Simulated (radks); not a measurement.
**F⁴⁺ in [He] 2s2 2p1: an all-electron calculation**

Aim: the levels, the sizes of the orbitals and the parts of the energy of the fluorine ion F4+.

Method: non-relativistic Kohn-Sham, SCAN, spin-polarised, spherical densities, point nucleus; open shells are filled with parallel spins first. Code: radks (a radial shooting solver on a logarithmic mesh, Libxc functionals) version 1.

## (1) Starting point

| Quantity | Value |
| --- | --- |
| element | fluorine (Z = 9) |
| charge | +4 |
| electrons | 5 |
| configuration | [He] 2s2 2p1 |

The outer shells:

F⁴⁺
```
[He] core
2s [↑↓]
2p [↑ ][  ][  ]
```

In the logs a row gives level, spin channel, occupation and eigenvalue; Etot, Ekin, Encl (electron-nucleus), Eh (Hartree) and Exc are energies, all in hartree; err is the last residual, it the number of iterations.

## (2) The calculation

Input:

```text
Z 9
configuration [He] 2s2 2p1 3s0 3p0 3d0
relativity non-relativistic
functional scan,scan
spin polarised
nucleus point
```

Log:

```text
1s      1   1.0000         -28.79397612
2s      1   1.0000          -4.40428404
2p      1   1.0000          -3.71224768
3s      1   0.0000          -1.32369050
3p      1   0.0000          -1.15798510
3d      1   0.0000          -0.99165051
1s      2   1.0000         -28.72839319
2s      2   1.0000          -4.23364302
2p      2   0.0000          -3.53296199
3s      2   0.0000          -1.06062022
3p      2   0.0000          -0.84730416
3d      2   0.0000          -0.76904448
Etot -92.20283923474786
Ekin 92.0758999121069
Encl -201.60639361185366
Eh 24.99169646462552
Exc -7.664041999626621
err 8.70194797767961e-07
it 35
```

## (3) Radial structure

Radial moments (bohr):

| level | occupation | energy (eV) | <r> | outermost maximum (interpolated) | 90 % within | nodes |
| --- | --- | --- | --- | --- | --- | --- |
| 1s up | 1 | -783.52 | 0.1759 | 0.115 | 0.314 | 0 |
| 1s down | 1 | -781.74 | 0.1753 | 0.114 | 0.313 | 0 |
| 2s up | 1 | -119.85 | 0.8342 | 0.696 | 1.29 | 1 |
| 2s down | 1 | -115.20 | 0.8470 | 0.704 | 1.31 | 1 |
| 2p up | 1 | -101.02 | 0.7703 | 0.599 | 1.25 | 0 |
| 2p down | 0 | -96.137 | 0.7871 | 0.612 | 1.28 | 0 |
| 3s down | 0 | -28.861 | 1.844 | 1.85 | 2.64 | 2 |
| 3p down | 0 | -23.056 | 1.799 | 1.83 | 2.63 | 1 |
| 3d down | 0 | -20.927 | 1.637 | 1.50 | 2.39 | 0 |

Radial density 4πr²ρ:

| r (bohr) | 4πr²ρ (e/bohr) |
| --- | --- |
| 0.00623 | 0.2006 |
| 0.00864 | 0.3702 |
| 0.0121 | 0.6812 |
| 0.0168 | 1.206 |
| 0.0233 | 2.068 |
| 0.0326 | 3.426 |
| 0.0453 | 5.262 |
| 0.0628 | 7.404 |
| 0.0879 | 9.268 |
| 0.122 | 9.749 |
| 0.171 | 8.126 |
| 0.237 | 5.171 |
| 0.329 | 3.010 |
| 0.461 | 3.049 |
| 0.639 | 3.835 |
| 0.895 | 3.073 |
| 1.24 | 1.267 |
| 1.72 | 0.2211 |
| 2.41 | 0.01142 |

Radial Coulomb (F) and exchange (G) integrals, eV:

| integral | shells | value |
| --- | --- | --- |
| F0 | 2p, 2p | 32.204 |
| F2 | 2p, 2p | 15.208 |
| F0 | 2p, 2s | 30.570 |
| G1 | 2p, 2s | 18.316 |
| F0 | 2p, 1s | 44.381 |
| G1 | 2p, 1s | 6.319 |
| F0 | 2s, 2s | 29.485 |
| F0 | 2s, 1s | 41.319 |
| G0 | 2s, 1s | 3.584 |
| F0 | 1s, 1s | 145.70 |

X-ray form factor f at sin θ/λ (1/Å): 0.05: 4.95, 0.15: 4.62, 0.25: 4.05, 0.4: 3.11, 0.6: 2.18, 1: 1.48, 1.5: 1.14.

## (4) Results

| quantity | value |
| --- | --- |
| total energy | -92.20284 hartree |
| exchange-correlation share of it | 8.31 % |
| −T/E | 0.9986 |
| highest occupied level | 2p up, -101.02 eV |
| most extended occupied level | 2s down, <r> = 0.847 bohr |
| radius at density 0.001 e/bohr³ | 2.06 bohr |
| maxima of the radial density | 2 |
| ionisation energy, NIST | 114.25 (semi-emp.) eV |

**Reading.** 2 principal shells are occupied and 2 maxima appear in the radial density. −T/E = 0.9986, near the virial value of 1. Minus the highest eigenvalue, 101.02 eV, is 88 % of the tabulated ionisation energy (114.25 eV); the potential of a semilocal functional falls off too fast, so its top eigenvalue is too shallow. Open shells are spherical and high-spin; term and fine-structure splittings are not resolved.
